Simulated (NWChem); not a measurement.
## Total energies of methanethiol (CH₄S)

```
C
H 1 1.0987
H 1 1.0990 2 108.29
H 1 1.0990 2 108.29 3 119.17
S 1 1.8122 2 106.21 3 -120.41
H 5 1.3500 1 97.01 2 180.00
```
Charge 0, spin multiplicity 1.

The numbers come from NWChem runs, not from measurements. Structure: optimised with PBE0/def2-SVP, a minimum by its harmonic frequencies.

Basis set: cc-pVDZ (52 functions).

```
method   total energy (Ha)
-------  -----------------
RHF             -437.72524
MP2             -438.01168
B2PLYP          -438.50519
PBE             -438.46328
B3LYP           -438.71863
TPSS            -438.73150
CCSD(T)         -438.05507
```

Total energies of different functionals aren't comparable as a measure of quality: only differences taken within one method are. 

The correlated methods keep 6 core orbitals frozen. B3LYP has NWChem's definition, with VWN1-RPA local correlation. Coupled-cluster values serve here as a point of comparison, not as the truth.
